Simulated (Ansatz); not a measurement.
Species: CHF$_{2}$ (charge 0, doublet). It need not be the lowest isomer of its formula. 
Coordinates optimised at B3LYP-D3(BJ)/def2-TZVP (Ansatz, a program for electronic structure):
```
C
F 1 1.3294
F 1 1.3294 2 111.26
H 1 1.0891 2 114.16 3 -130.99
```
Charge 0, spin multiplicity 2.

Wanted: atomisation energy (electronic, to ground-state atoms), in kcal/mol. Valence correlation only, unless marked. Open shells are spin-unrestricted. Spin-orbit coupling is left out. No relativistic terms. The coupled-cluster limit lacks core correlation, which all-electron functionals hold. CBS(X,Y): correlation extrapolated as X^-3; Hartree-Fock from the larger set. [CCSD(T)-MP2]/basis is that difference in the basis named.

```json
[
 {"level": "HF/STO-3G", "program": "Ansatz", "atomisation energy (kcal/mol)": "228.7"},
 {"level": "PBE/def2-TZVPD", "program": "Ansatz", "atomisation energy (kcal/mol)": "347.7"}
]
```

Q: Estimate the value at RI-MP2/CBS(aug-cc-pVTZ,aug-cc-pVQZ)+[CCSD(T)-MP2]/aug-cc-pVTZ as computed with Ansatz.

A: 328.6 kcal/mol, so PBE/def2-TZVPD differs from it by 19.1 kcal/mol.
